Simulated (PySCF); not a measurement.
## Choosing a basis for TDDFT

Species: C3H2ClS2 (charge +1).
SMILES with atom numbers: `[Cl:1][c:2]1[cH:3][s:4][cH+:5][s:6]1` (hydrogens: H7 on C3; H8 on C5)

TDDFT with PBE0 (PySCF), vertical singlets, core orbitals frozen in the response, spherical d and f functions. Geometry: PBE0-D3(BJ)/def2-SVP; no solvent, vibrations or thermal averaging.

```json
{"basis": "6-31G*", "functions": "100", "diffuse": "no", "S1 (eV)": "4.23", "S2 (eV)": "5.19", "S3 (eV)": "5.64", "S4 (eV)": "5.76", "S5 (eV)": "6.39", "LUMO (eV)": "-7.87", "α (au)": "65.3"}
{"basis": "def2-SVP", "functions": "106", "diffuse": "no", "S1 (eV)": "4.19", "S2 (eV)": "5.09", "S3 (eV)": "5.74", "S4 (eV)": "5.81", "S5 (eV)": "6.35", "LUMO (eV)": "-8.04", "α (au)": "64.3"}
{"basis": "6-31+G*", "functions": "124", "diffuse": "yes", "S1 (eV)": "4.19", "S2 (eV)": "5.17", "S3 (eV)": "5.61", "S4 (eV)": "5.71", "S5 (eV)": "6.36", "LUMO (eV)": "-7.93", "α (au)": "70.0"}
{"basis": "def2-SVPD", "functions": "157", "diffuse": "yes", "S1 (eV)": "4.16", "S2 (eV)": "5.17", "S3 (eV)": "5.61", "S4 (eV)": "5.69", "S5 (eV)": "6.32", "LUMO (eV)": "-8.01", "α (au)": "75.6"}
{"basis": "aug-cc-pVDZ", "functions": "168", "diffuse": "yes", "S1 (eV)": "4.16", "S2 (eV)": "5.20", "S3 (eV)": "5.61", "S4 (eV)": "5.68", "S5 (eV)": "6.31", "LUMO (eV)": "-7.90", "α (au)": "76.1"}
{"basis": "def2-TZVP", "functions": "216", "diffuse": "no", "S1 (eV)": "4.12", "S2 (eV)": "5.13", "S3 (eV)": "5.54", "S4 (eV)": "5.54", "S5 (eV)": "6.23", "LUMO (eV)": "-7.91", "α (au)": "73.1"}
{"basis": "def2-TZVPD", "functions": "267", "diffuse": "yes", "S1 (eV)": "4.11", "S2 (eV)": "5.13", "S3 (eV)": "5.52", "S4 (eV)": "5.52", "S5 (eV)": "6.23", "LUMO (eV)": "-7.92", "α (au)": "76.8"}
```

**Question.** Compare the sets with the largest diffuse one.

**Answer.** States are compared by their number. Against the largest diffuse basis here (def2-TZVPD, itself not a converged limit), sets without diffuse functions differ by up to 0.12 eV in S1 and 0.17 eV in S5; the smaller diffuse sets differ by up to 0.08 and 0.14 eV. State by state, the largest deviation of a set without diffuse functions is S1 0.12, S2 0.06, S3 0.22, S4 0.29, S5 0.17 eV. The same number needn't mean the same state in each row. Against def2-TZVPD the polarisability deviates by -15% in 6-31G*, -16% in def2-SVP, -9% in 6-31+G*, -2% in def2-SVPD, -1% in aug-cc-pVDZ, -5% in def2-TZVP. A single + in a Pople set puts diffuse functions on heavy atoms only.
